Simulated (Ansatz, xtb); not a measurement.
# Relative energy of two isomers of HNO2S

We compare I, `O=S=NO`, a singlet, with II, `N=S(=O)=O`, a singlet. Both are isolated molecules in the gas phase, relaxed with B3LYP-D3(BJ)/6-311G**; the shapes shown needn't be the lowest conformers.

I (Å):

```xyz
5

N    -0.8919    0.9222   -0.2763
O    -2.7887   -0.2014   -1.5115
O    -1.2015    1.8882   -1.1584
S    -1.7919   -0.3852   -0.4038
H    -1.9518    1.5520   -1.7106
```

II (Å):

```
atom    x (Å)    y (Å)    z (Å)
   N  -2.1377   1.1258   0.0033
   O  -1.7033  -0.3709  -2.0973
   O  -0.6190   1.8959  -1.8602
   S  -1.4843   0.8566  -1.3467
   H  -2.7205   0.3260   0.2578
```

Problem. Estimate E(II) − E(I) at the level CCSD(T)/def2-TZVPP.

Solution. Calculated at CCSD(T)/def2-TZVPP: E(II) − E(I) = −65.0 kJ/mol, so structure II lies lower.

Level by level:

```
                level               geometry  E(II) − E(I) (kJ/mol)  departure from the last row (kJ/mol)  job, with rough time for the two
             GFN2-xTB               GFN2-xTB                    +4.8                                 +69.8              optimisation, 0.27 s
            HF/STO-3G               GFN2-xTB                  +575.9                                +640.9              single point, 0.66 s
   r2SCAN-D4/def2-SVP               GFN2-xTB                    +0.9                                 +65.9               single point, 3.8 s
B3LYP-D3(BJ)/6-311G**  B3LYP-D3(BJ)/6-311G**                    +8.6                                 +73.6                optimisation, 44 s
        HF/def2-TZVPP  B3LYP-D3(BJ)/6-311G**                  −105.7                                 −40.7           part of the CCSD(T) run
       MP2/def2-TZVPP  B3LYP-D3(BJ)/6-311G**                   −88.0                                 −23.0           part of the CCSD(T) run
   CCSD(T)/def2-TZVPP  B3LYP-D3(BJ)/6-311G**                   −65.0                                                   single point, 2.2 min
```

As drawn, II has 1 O=S, 1 N–H in place of 1 N–O, 1 O–H.

GFN2-xTB, HF/STO-3G, B3LYP-D3(BJ)/6-311G** put the two in the other order. r2SCAN-D4/def2-SVP finds them nearly level. The largest departure from CCSD(T)/def2-TZVPP is that of HF/STO-3G, 640.9 kJ/mol.

With harmonic frequencies from B3LYP-D3(BJ)/6-311G** (ideal gas, rigid rotor, one conformer each, 298.15 K, 1 atm): on the last row, ΔE + ΔZPE = −64.2, ΔH = −64.4, ΔG = −63.7 kJ/mol.

The T1 diagnostic of structure I is large, so the coupled-cluster value is less sure. The correlated steps freeze 8 core orbitals. Run with Ansatz 0.2.0, xtb 6.7.1; the last row on 1 thread of Intel(R) Xeon(R) Processor @ 2.50GHz (Skylake/Cascade Lake) on a shared host.
